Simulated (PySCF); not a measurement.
S₂⁺: from constants to spectrum

UHF-CCSD(T) constants of S₂⁺, ²Πg (doublet), unpaired electrons π ↑ (S STO-3G; no relativity (PySCF 2.14); masses 31.9721 and 31.9721 u):

* ωe: 785.9 cm⁻¹
* ωexe: 3.42 cm⁻¹
* Be: 0.28225 cm⁻¹
* αe: 0.00137 cm⁻¹
* D (centrifugal): 1.46e-07 cm⁻¹

**Question.** Give the vibrational terms G(v) and spacings up to v = 6.

**Answer.** G(v) = ωe(v+½) − ωexe(v+½)².

```json
{"v": "0", "G(v) (cm⁻¹)": "392", "G(v) − G(v−1)": "", "Bv (cm⁻¹)": "0.2816"}
{"v": "1", "G(v) (cm⁻¹)": "1171", "G(v) − G(v−1)": "779", "Bv (cm⁻¹)": "0.2802"}
{"v": "2", "G(v) (cm⁻¹)": "1943", "G(v) − G(v−1)": "772", "Bv (cm⁻¹)": "0.2788"}
{"v": "3", "G(v) (cm⁻¹)": "2709", "G(v) − G(v−1)": "765", "Bv (cm⁻¹)": "0.2775"}
{"v": "4", "G(v) (cm⁻¹)": "3467", "G(v) − G(v−1)": "759", "Bv (cm⁻¹)": "0.2761"}
{"v": "5", "G(v) (cm⁻¹)": "4219", "G(v) − G(v−1)": "752", "Bv (cm⁻¹)": "0.2747"}
{"v": "6", "G(v) (cm⁻¹)": "4964", "G(v) − G(v−1)": "745", "Bv (cm⁻¹)": "0.2733"}
```

Correlated steps freeze 10 core orbitals. STO-3G is very small, so such numbers show the basis as much as the molecule. The state was picked by a PBE0 search and need not be the measured ground state.
